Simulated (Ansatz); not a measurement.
# CH3S, doublet: cost against accuracy

Geometry (MP2(full)/6-31G*, from the G2/97 set):

```yaml
atoms:
  - { symbol: C, position_ang: [-0.0021, 1.2005, 0.0000] }
  - { symbol: S, position_ang: [-0.0021, -0.5983, 0.0000] }
  - { symbol: H, position_ang: [1.0451, 1.5214, 0.0000] }
  - { symbol: H, position_ang: [-0.4774, 1.6027, 0.8952] }
  - { symbol: H, position_ang: [-0.4774, 1.6027, -0.8952] }
```

Measured, as an electronic atomization energy: 1593.9 kJ/mol (G2/97 heats of formation of molecule and atoms, with zero-point and thermal terms from B3LYP taken off; Curtiss et al., J. Chem. Phys. 106, 1063 (1997), Staroverov et al., J. Chem. Phys. 119, 12129 (2003)). The measured value holds scalar relativity and spin–orbit coupling, which all computed ones lack, and core correlation, which the wave-function levels lack. Atoms are taken at the same level, with ROHF references for molecule and atoms in the R rows. The atoms' steps beyond CCSDT(Q) are taken from restricted open-shell runs, which share full CI's core. Ansatz 0.2.0; the 6-31G* set has Cartesian d functions; a miss is computed less measured; times are wall times on shared hosts and scatter by a factor of two or so. A small miss in a small set is a cancellation of the method's error against the basis error.

| level | basis | miss (kJ/mol) | time of the run | hardware |
| --- | --- | --- | --- | --- |
| UHF | STO-3G | -94.2 | 0.16 s | 1 CPU thread |
| BHLYP | STO-3G | 291.3 | 0.55 s | 1 CPU thread |
| UCCSD(T) | STO-3G | 85.4 | 0.63 s | 1 CPU thread |
| full CI | STO-3G | 86.0 | 0.88 s | 1 CPU thread |
| PBE | 6-31G | -12.9 | 1.2 s | 1 CPU thread |
| B2PLYP | 6-31G | -124.2 | 1.2 s | 1 CPU thread |
| CAM-B3LYP | 6-31G | -49.9 | 1.4 s | 1 CPU thread |
| CAM-B3LYP | 6-31G* | 8.2 | 1.8 s | 1 CPU thread |
| CISD | 6-31G* | -208.6 | 2.3 s | 1 CPU thread |
| BHLYP | cc-pV(D+d)Z | -56.9 | 2.4 s | 1 CPU thread |
| B3LYP | cc-pV(D+d)Z | -20.8 | 2.4 s | 1 CPU thread |
| revPBE | cc-pV(T+d)Z | -11.6 | 2.5 s | H100 + 2 CPU threads |
| CAM-B3LYP | cc-pV(T+d)Z | 10.9 | 2.6 s | H100 + 2 CPU threads |
| CAM-B3LYP | cc-pV(D+d)Z | -14.6 | 2.8 s | 1 CPU thread |
| UCCSDT(Q) | STO-3G | 86.0 | 2.9 s | 1 CPU thread |
| RCCSD(T) | 6-31G* | -150.6 | 3 s | 1 CPU thread |
| r2SCAN | STO-3G | 348.5 | 3 s | 1 CPU thread |
| B2PLYP | cc-pV(Q+d)Z | 1.0 | 3 s | H100 + 2 CPU threads |
| wB97M-V | cc-pV(T+d)Z | 15.4 | 3.2 s (with forces) | H100 + 2 CPU threads |
| B2PLYP | cc-pV(D+d)Z | -51.5 | 3.3 s | 1 CPU thread |
| PBE | cc-pV(D+d)Z | 13.6 | 3.5 s | 1 CPU thread |
| BLYP | cc-pV(T+d)Z | -4.6 | 3.7 s | H100 + 2 CPU threads |
| r2SCAN | 6-31G | -41.1 | 3.8 s | 1 CPU thread |
| CAM-B3LYP | cc-pV(Q+d)Z | 13.5 | 4.1 s | H100 + 2 CPU threads |
| wB97M-V | cc-pV(Q+d)Z | 16.7 | 4.4 s | H100 + 2 CPU threads |
| UHF | cc-pV(T+d)Z | -404.2 | 4.6 s | 1 CPU thread |
| CISD | cc-pV(D+d)Z | -188.8 | 5.5 s | 1 CPU thread |
| RCCSDT(Q) | cc-pV(D+d)Z | -116.7 | 6.5 s | H100 + 2 CPU threads |
| RCCSDT(Q) | 6-31G | -250.6 | 6.5 s | 1 CPU thread |
| wB97M-V | 6-31G* | 24.2 | 6.5 s | 1 CPU thread |
| BCCD(T) | cc-pV(T+d)Z | -35.9 | 9.5 s | H100 + 2 CPU threads |
| wB97M-V | cc-pV(D+d)Z | 4.0 | 10 s | 1 CPU thread |
| RPA-PBE | cc-pV(Q+d)Z | -73.9 | 10 s | H100 + 2 CPU threads |
| MRCISD+Q (valence space) | 6-31G* | -156.1 | 20 s | H100 + 2 CPU threads |
| CISDTQ | 6-31G | -251.9 | 21 s | H100 + 2 CPU threads |
| UCCSDT(Q) | 6-31G* | -149.9 | 22 s | 1 CPU thread |
| RCCSDTQ | 6-31G | -250.6 | 24 s | H100 + 2 CPU threads |
| NEVPT2 (valence space) | cc-pV(D+d)Z | -144.8 | 31 s | H100 + 2 CPU threads |
| RCCSDT(Q) | cc-pV(T+d)Z | -35.7 | 1.7 min | H100 + 2 CPU threads |
| UCCSDT(Q) | cc-pV(T+d)Z | -35.9 | 1.8 min | H100 + 2 CPU threads |

HF's time is that of a plain UHF run.

The smallest set from which on each level stays within 1 kcal/mol of its own cc-pV(Q+d)Z value (sets in order of size: STO-3G, 6-31G, 6-31G*, cc-pV(D+d)Z, cc-pV(T+d)Z, cc-pV(Q+d)Z): RHF cc-pV(T+d)Z; UHF cc-pV(T+d)Z; PBE cc-pV(T+d)Z; r2SCAN cc-pV(T+d)Z; B3LYP cc-pV(T+d)Z; wB97M-V cc-pV(T+d)Z; B2PLYP none (cc-pV(T+d)Z is 2.1 kcal/mol off); RMP2 none (cc-pV(T+d)Z is 5.8 kcal/mol off); UMP2 none (cc-pV(T+d)Z is 5.9 kcal/mol off); RCCSD(T) none (cc-pV(T+d)Z is 5.8 kcal/mol off); UCCSD(T) none (cc-pV(T+d)Z is 5.8 kcal/mol off).
